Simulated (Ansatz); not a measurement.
Cartesian coordinates (Å):
```xyz
5

Cl    -1.0466    -1.3035    -0.4460
C      0.0014    -0.0023     0.1045
Cl    -0.6219     1.5668    -0.3894
Cl     1.6517    -0.2353    -0.4579
H      0.0154    -0.0257     1.1887
```
Charge 0, multiplicity 1.

These are frozen-core CCSD(T)/cc-pVTZ // PBE0-D4/def2-TZVP (Ansatz, a quantum-chemistry and plane-wave program) values and carry that method's errors.

```json
{
 "HF energy": "-1417.00036 Ha",
 "MP2 correlation energy": "-0.73718 Ha"
}
```

Estimate the CCSD correlation energy, the (T) correction, the total energy and the T1 diagnostic.


The CCSD correlation energy comes out as -0.78248 Ha and the (T) correction is -0.03536 Ha. The CCSD(T) total energy is -1417.81820 Ha and the T1 diagnostic comes out as 0.009.
